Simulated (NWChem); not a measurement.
Molecule: hydrogen sulfide (H2S); SMILES S

Program: NWChem. Structure relaxed at the PBE0/def2-SVP level.

For level TPSS/def2-TZVPD:

highest occupied level (eV): -6.38
orbital gap (eV): 5.93

Question: What are these values for level Hartree-Fock/def2-TZVPD?

Answer: The highest occupied level (eV) comes out as -10.47 and the orbital gap (eV) is 12.28.
